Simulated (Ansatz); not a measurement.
The inner images of a band of AlH$_{6}$N (8 atoms, charge 0, multiplicity 1) are given out of order.

Level of theory: RKS PBE0-D4/def2-SVP (Ansatz).

Image 0:

```xyz
8
Properties=species:S:1:pos:R:3
Al 0.017 -0.044 0.166
H 0.154 0.799 1.527
H 1.306 -0.122 -0.790
H -1.429 -0.095 -0.532
N 0.072 -1.961 0.956
H -0.081 -2.669 0.235
H 0.974 -2.161 1.392
H -0.646 -2.093 1.669
```

Image 6:

```xyz
8
Properties=species:S:1:pos:R:3
Al 0.094 -0.675 -0.172
H -0.476 0.586 1.994
H 1.373 0.263 -0.244
H -1.350 -0.236 -0.666
N 0.316 -2.346 0.388
H -0.413 -3.049 0.431
H 1.199 -2.748 0.682
H -0.376 -0.140 2.209
```

Q: Put them in order from the first end to the last, with their energies above the first end.
A.
```xyz
8
Properties=species:S:1:pos:R:3
Al -0.021 -0.133 0.048
H -0.265 0.324 1.603
H 1.415 0.248 -0.536
H -1.345 -0.161 -0.845
N 0.150 -2.005 0.889
H -0.584 -2.701 0.762
H 1.051 -2.476 0.960
H -0.032 -1.442 1.741
```
B.
```xyz
8
Properties=species:S:1:pos:R:3
Al 0.072 -0.571 -0.178
H -0.367 0.245 1.946
H 1.369 0.329 -0.350
H -1.355 -0.151 -0.736
N 0.258 -2.210 0.511
H -0.498 -2.874 0.636
H 1.123 -2.597 0.872
H -0.234 -0.517 1.922
```
C.
```xyz
8
Properties=species:S:1:pos:R:3
Al -0.024 -0.061 0.122
H -0.285 0.702 1.514
H 1.430 0.101 -0.540
H -1.282 -0.248 -0.858
N 0.119 -1.967 0.961
H -0.586 -2.623 0.620
H 1.033 -2.406 0.842
H -0.038 -1.844 1.961
```
D.
```xyz
8
Properties=species:S:1:pos:R:3
Al 0.014 -0.348 -0.040
H -0.274 0.043 1.729
H 1.392 0.335 -0.432
H -1.367 -0.122 -0.790
N 0.182 -2.052 0.799
H -0.546 -2.760 0.738
H 1.078 -2.507 0.958
H -0.111 -0.935 1.660
```
E.
```xyz
8
Properties=species:S:1:pos:R:3
Al 0.006 -0.045 0.158
H -0.059 0.799 1.524
H 1.394 -0.038 -0.651
H -1.349 -0.172 -0.697
N 0.084 -1.965 0.962
H -0.379 -2.646 0.360
H 1.047 -2.278 1.093
H -0.375 -2.001 1.873
```

A: E (+0.02 eV), C (+0.04 eV), A (+0.34 eV), D (+1.35 eV), B (+0.77 eV).

Run time: 110 s on 1 thread of Arm Neoverse V2, on a shared host, peak memory 0.094 GiB.
